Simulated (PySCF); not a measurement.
C2: everyday levels beside a composite calculation

PySCF; the state is a triplet (σ ↑, π ↑). The composite is CCSD(T) extrapolated to the basis-set limit from two correlation-consistent sets, with core-valence (CV) and scalar-relativistic (SR) terms as its label shows; it has no spin–orbit coupling and nothing beyond (T). Here it is CCSD(T)/CBS(TQ)+CV+SR. It gives Re = 1.310 Å, ωe = 1656 cm⁻¹ and De = 6.23 eV to C + C.

```csv
level,basis,relativity,Re (Å),ωe (cm⁻¹),De (eV)
UHF-MP2,3-21G,no relativity,1.341,1562,5.22
UHF-SCS-MP2,def2-TZVPPD,no relativity,1.313,1682,6.05
PBEsol,def2-TZVPPD,no relativity,1.312,1658,7.20
TPSS,"6-311G(d,p)",no relativity,1.317,1642,6.33
PBE0,3-21G,no relativity,1.322,1638,5.69
PBE0,aug-pcseg-1,no relativity,1.306,1721,6.19
PBE0,def2-TZVPPD,no relativity,1.301,1711,6.30
r²SCAN0,aug-pcseg-1,no relativity,1.302,1744,5.73
ωB97X-V,def2-TZVPP,no relativity,1.302,1719,5.94
B2PLYP,3-21G,no relativity,1.332,1580,5.47
```

Problem. Give the difference of each row from the composite.

Solution. 

```tsv
level	basis	ΔRe (pm)	Δωe (%)	ΔDe (eV)
UHF-MP2	3-21G	+3.1	-5.7	-1.01
UHF-SCS-MP2	def2-TZVPPD	+0.3	+1.6	-0.18
PBEsol	def2-TZVPPD	+0.2	+0.1	+0.97
TPSS	6-311G(d,p)	+0.7	-0.8	+0.10
PBE0	3-21G	+1.2	-1.1	-0.54
PBE0	aug-pcseg-1	-0.4	+3.9	-0.04
PBE0	def2-TZVPPD	-0.9	+3.3	+0.07
r²SCAN0	aug-pcseg-1	-0.8	+5.3	-0.50
ωB97X-V	def2-TZVPP	-0.8	+3.8	-0.29
B2PLYP	3-21G	+2.2	-4.6	-0.76
```

Problem. Which rows come closest in De?

Solution. PBE0 in aug-pcseg-1 (-0.04 eV), counted from the composite.

Correlated steps freeze 2 core orbitals. B2PLYP dipoles, levels and charges come from its SCF part alone. 3-21G is very small, so such numbers show the basis as much as the molecule. The state was picked by a PBE0 search and need not be the measured ground state.
